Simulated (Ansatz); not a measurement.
Calculation: frozen-core CCSD(T)/cc-pVQZ // r2SCAN-D4/def2-TZVP (Ansatz, a first-principles code).

Ansatz 0.2 input:
```yaml
crystal:
  periodic: [false, false, false]
  atoms:
    - { symbol: C, position_ang: [-0.4867, -0.007601, 0.018129] }
    - { symbol: C, position_ang: [0.961029, 0.015011, -0.035795] }
    - { symbol: N, position_ang: [2.113696, 0.033013, -0.078736] }
    - { symbol: H, position_ang: [-0.876593, -0.76976, -0.658645] }
    - { symbol: H, position_ang: [-0.822002, -0.233524, 1.031765] }
    - { symbol: H, position_ang: [-0.88943, 0.962862, -0.276719] }
basis:
  gaussian: { orbitals: cc-pVQZ }
correlation:
  method: ccsd_t
```

Output:

```
Functional definition: HF
1488 factors; integrals over basis functions are off by at most 1.1e-3 eV
mean field evaluation 1: about -3588.7426 eV, gradient 3.2e1 eV
mean field evaluation 2: about -3588.7438 eV, gradient 3.2e1 eV
mean field evaluation 4: about -3591.3397 eV, gradient 4.6e0 eV
mean field evaluation 8: about -3591.4142 eV, gradient 3.2e-4 eV
mean field evaluation 16: about -3591.4128 eV, gradient 2.9e-1 eV
mean field -3591.41422067 eV, -131.9820382615 hartree, gradient 2.1e-6 eV, S^2 0.000000; 0 other end points of the search recorded, 0 dependent functions left out
3 core orbitals not correlated
reference -3591.41422067 eV, -131.9820382615 hartree; 8, 8 occupied and 244, 244 virtual orbitals, 1488 factors
second order -14.91526493 eV of doubles, -0.00000000 eV of singles
cycle   1  -14.60926445 eV  change    3.1e-1 eV  update   9.4e-2
cycle   2  -15.05011282 eV  change   -4.4e-1 eV  update   2.9e-2
cycle   3  -15.14049313 eV  change   -9.0e-2 eV  update   1.2e-2
cycle   4  -15.13794199 eV  change    2.6e-3 eV  update   3.1e-3
cycle   5  -15.14050551 eV  change   -2.6e-3 eV  update   1.3e-3
cycle   6  -15.14098795 eV  change   -4.8e-4 eV  update   2.8e-4
cycle   7  -15.14099399 eV  change   -6.0e-6 eV  update   8.2e-5
cycle   8  -15.14103755 eV  change   -4.4e-5 eV  update   2.1e-5
cycle   9  -15.14105082 eV  change   -1.3e-5 eV  update   6.7e-6
perturbative correction -0.73818546 eV, -0.0271278153 hartree
Total energy: -3607.29345695 eV, -132.5655894315 hartree
```

Cost: roughly 100 core-seconds.
